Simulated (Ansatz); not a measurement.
BP (charge +1), a composite energy at a relaxed geometry

Computed with the Python package of Ansatz (0.2.0).

`bp.py`
```python
"""A composite energy for BP(+): DFT geometry, MP2 basis limit, coupled-cluster correction."""

import ansatz
from ase import Atoms
import numpy as np

BASIS_SET = "def2-SVP"
FUNCTIONAL = "PBE0"
DISPERSION = "d3bj"
NET_CHARGE = 1

atoms = Atoms(["B", "P"], positions=[
    (0.0, 0.0, 0.0),
    (0.0, 0.0, 1.98),
])
molecule = ansatz.Crystal.molecule_from_ase(atoms)

base = (
    molecule.calculation()
    .basis(gaussian=BASIS_SET)  # the orbital basis, by name
    .functional(FUNCTIONAL, dispersion=DISPERSION)
    .charge(NET_CHARGE)  # electrons removed from the neutral system
    .spin("collinear", total=3)  # spin-polarised run
)
symbols = [site.symbol for site in molecule.cartesian_sites]
start = np.array([site.position_ang for site in molecule.cartesian_sites], dtype=float)
summary = base.relax(force_tolerance=0.01).run(threads=1, pin="off").report
end = np.array(summary["positions_ang"])
print("final positions (A) and the move of each atom")
for symbol, xyz, old in zip(symbols, end, start):
    print(f"{symbol:2s} {xyz[0]:10.5f} {xyz[1]:10.5f} {xyz[2]:10.5f}   {np.linalg.norm(xyz - old):7.4f}")

minimum = ansatz.Crystal.molecule()
for symbol, place in zip(symbols, end):
    minimum = minimum.atom(symbol, place.tolist())
at_minimum = (
    minimum.calculation()
    .charge(NET_CHARGE)  # electrons removed from the neutral system
    .spin("collinear", total=3)
)
# MP2 extrapolated to the basis limit, plus the small-basis difference CCSD(T) - MP2
level = lambda method, basis: at_minimum.basis(gaussian=basis).correlation(method).run(threads=1, pin="off").report
small, large, cluster = level("mp2", "cc-pVDZ"), level("mp2", "cc-pVTZ"), level("ccsd_t", "cc-pVDZ")
corr = lambda each: (each["free_energy_ev"] - each["reference_energy_ev"]) / 27.211386246
mp2_limit = (27 * corr(large) - 8 * corr(small)) / 19
pieces = {"HF / cc-pVTZ": large["reference_energy_ev"] / 27.211386246, "MP2 correlation, DZ-TZ limit": mp2_limit, "CCSD(T) - MP2 / cc-pVDZ": corr(cluster) - corr(small)}
for name, value in pieces.items():
    print(f"{name:32s} {value:14.6f} Ha")
print(f"{'sum':32s} {sum(pieces.values()):14.6f} Ha")
print("T1 diagnostic", round(cluster["correlation"]["coupled_cluster"]["t1_diagnostic"], 4))
```

Output of `python bp.py`:
```text
final positions (A) and the move of each atom
B    -0.00000    0.00000    0.06484    0.0648
P     0.00000   -0.00000    1.91516    0.0648
HF / cc-pVTZ                        -365.020789 Ha
MP2 correlation, DZ-TZ limit          -0.143788 Ha
CCSD(T) - MP2 / cc-pVDZ               -0.036986 Ha
sum                                 -365.201563 Ha
T1 diagnostic 0.0364
```

Notes:
- Total energies depend on the basis set; only differences at equal settings carry meaning.
- The sum leaves out core correlation, relativity, the Hartree-Fock basis error and zero-point energy; a DZ-TZ extrapolation is rough.
- The run takes the species as open-shell (spin multiplicity 4), which needn't be its ground state.
- Inner cores stay frozen, so this is valence correlation.
- For Al to Cl the sets with a tight d function, cc-pV(X+d)Z, are usual.
- The spin state was assumed, and another may lie lower.
- An extrapolation from small basis sets is rough.
- Wall time of the script: 4.8 s on 1 thread of Arm Neoverse V1, with other jobs on the host, peak memory 0.17 GiB.
